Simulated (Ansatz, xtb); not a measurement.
**C3H7FO: which of two isomers lies lower**

Structure a: `C[C@H](O)CF`, a singlet. Structure b: `CO[C@H](C)F`, a singlet. Both are isolated molecules in the gas phase, relaxed with PBE0-D3(BJ)/def2-SVP; the shapes shown needn't be the lowest conformers.

a (Å):

```xyz
12

C    -1.6618   -0.1426    1.2283
C    -0.9852   -0.5470   -0.0618
C     0.5135   -0.6820    0.1021
F     1.0453   -1.1254   -1.0925
O    -1.5248   -1.7729   -0.4815
H    -1.4785   -0.8961    2.0098
H    -2.7475   -0.0773    1.0720
H    -1.3014    0.8346    1.5821
H    -1.1628    0.2384   -0.8275
H    -0.9924   -2.0667   -1.2307
H     0.9847    0.2798    0.3649
H     0.7454   -1.4295    0.8801
```

b (Å):

```yaml
atoms:
  - { symbol: C, position_ang: [-1.0238, 0.9918, 3.3012] }
  - { symbol: C, position_ang: [0.0078, 0.5330, 1.2590] }
  - { symbol: C, position_ang: [1.3064, 0.0700, 0.6622] }
  - { symbol: F, position_ang: [-0.3467, 1.7430, 0.6914] }
  - { symbol: O, position_ang: [0.1580, 0.6778, 2.6116] }
  - { symbol: H, position_ang: [-1.4298, 1.9672, 2.9869] }
  - { symbol: H, position_ang: [-0.7798, 1.0322, 4.3707] }
  - { symbol: H, position_ang: [-1.8005, 0.2194, 3.1420] }
  - { symbol: H, position_ang: [-0.8314, -0.1579, 1.0292] }
  - { symbol: H, position_ang: [1.2167, -0.0068, -0.4294] }
  - { symbol: H, position_ang: [2.0933, 0.7960, 0.9106] }
  - { symbol: H, position_ang: [1.5842, -0.9098, 1.0737] }
```

Energies in hartree; the thermal terms are from PBE0-D3(BJ)/def2-SVP harmonic frequencies (ideal gas, rigid rotor, one conformer each, 298.15 K, 1 atm) and include the zero-point energy:

|  | a | b |
| --- | --- | --- |
| E, CCSD(T)/def2-SVP | −292.613551 | −292.613832 |
| E, MP2/def2-SVP | −292.545228 | −292.544373 |
| E, MP2/def2-TZVPP | −293.108656 | −293.104828 |
| zero-point energy | 0.102104 | 0.101310 |
| H(298 K) − E | 0.108896 | 0.108305 |
| G(298 K) − E | 0.073259 | 0.072130 |

**Question.** Correct the CCSD(T) difference for the basis set by the MP2 change, then work out ΔE, ΔE₀, ΔH and ΔG for a → b in kJ/mol (1 Eh = 2625.50 kJ/mol) and the equilibrium ratio [b]/[a].

**Answer.** 1. Differences b − a: CCSD(T) −0.000281, MP2 in the small set +0.000855, MP2 in the large set +0.003828 Eh.
2. ΔE = −0.000281 + (+0.003828 − (+0.000855)) = +0.002692 Eh = +7.07 kJ/mol.
3. ΔE₀ = ΔE + ΔZPE = +0.002692 + (−0.000794) Eh = +4.98 kJ/mol.
4. ΔH = ΔE + (−0.000591) Eh = +5.52 kJ/mol.
5. ΔG = ΔE + (−0.001129) Eh = +4.10 kJ/mol, so ΔS = (ΔH − ΔG)/T = +4.7 J/(mol K).
6. kT = 0.9442 mEh, so K = [b]/[a] = exp(−ΔG/kT) = exp(−1.66) ≈ 0.19.

The two are too close for this level to say which is favoured. An error of 4 kJ/mol in ΔG would change K by a factor of 5. GFN2-xTB, HF/STO-3G, r2SCAN-D4/def2-SVP, HF/def2-SVP gave ΔE the other sign. Mirror images and further conformers aren't counted.

As drawn, b has 1 C–O, 1 C–H in place of 1 C–C, 1 O–H.

Other levels gave ΔE = −16.8 (GFN2-xTB); −36.5 (HF/STO-3G, GFN2-xTB geometries); −8.2 (r2SCAN-D4/def2-SVP, GFN2-xTB geometries); −1.7 (PBE0-D3(BJ)/def2-SVP); −8.5 (HF/def2-SVP); +2.2 (MP2/def2-SVP); −0.7 (CCSD(T)/def2-SVP) kJ/mol. The correlated steps freeze 5 core orbitals. Programs: Ansatz 0.2.0, xtb 6.7.1.
